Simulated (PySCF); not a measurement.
# Fluorine: a sound run and one with changed settings

Sound run: F [He] 2s2 2p5, F⁺ [He] 2s2 2p4. Calculation: PySCF 2.14, in cc-pVTZ (4s3p2d1f, 30 functions); the non-relativistic Hamiltonian (point nucleus). In the sound run the correlated levels freeze 1s2. The sound run starts from symmetry-adapted Hartree-Fock orbitals and uses a fine grid where one is needed.

Changed run: initial guess minao, at most 50 SCF cycles.

| species | method | sound run (hartree) | changed run (hartree) | converged |
| --- | --- | --- | --- | --- |
| F | UHF | -99.40552 | -99.40552 | yes |
| F | B3LYP | -99.76287 | -99.76287 | yes |
| F | CCSD(T) | -99.62036 | -99.62036 | yes |
| F⁺ | r2SCAN | -99.07794 | -99.07794 | yes |
| F⁺ | MP2 | -98.97349 | -98.97349 | yes |

Here the plain start reaches the same solutions.
